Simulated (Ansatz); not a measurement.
Zinc-blende HgTe, treated with r²SCANh (PAW; Ansatz, an electronic-structure program).

Numerical settings: plane-wave cutoff 520 eV, 8×8×8 k mesh, Fermi–Dirac smearing 0.01 eV, scalar-relativistic PAW data made under PBE.

Pressure at four volumes; x = ln(V/35.140 Å³). One pressure is withheld.

| V (Å³/atom) | x | P (GPa) |
|---|---|---|
| 33.383 | -0.0513 | 2.45 |
| 35.140 | 0.0000 | 0.00 |
| 36.019 | 0.0247 | -0.97 |
| 36.897 | 0.0488 | ? |

Problem. Pass a parabola P(x) through the three rows shown, estimate the bulk modulus and its pressure derivative near zero pressure, and predict the withheld pressure.

Solution. Slopes between the rows: (0.00 − (2.45))/(0.0000 − (-0.0513)) = -47.76 and (-0.97 − (0.00))/(0.0247 − (0.0000)) = -39.27 GPa. Their difference over the span 0.0760 is c = 8.49/0.0760 = 111.7 GPa, so P(x) = 2.45 + (-47.76)(x − (-0.0513)) + 111.7 (x − (-0.0513))(x − (0.0000)). At the middle row B = −dP/dx = −[-47.76 + 111.7 × 0.0513] = 42.0 GPa, and B′ = dB/dP = 2c/B = 5.3. At x = 0.0488 the parabola gives -1.79 GPa; the run gives -1.81 GPa. The Birch–Murnaghan fit to the energies at all volumes has B0 = 42.0 GPa and B′ = 5.0.

Measured, for comparison: bulk modulus 42.3 GPa (temperature not stated, no zero-point or thermal correction; as tabulated in Toher et al. (2017), arXiv:1611.05714). Computed (rounded) less measured: bulk modulus -0.7 %.

Spin–orbit coupling is not included; it can open a gap where bands touch, and shift volumes and moduli.
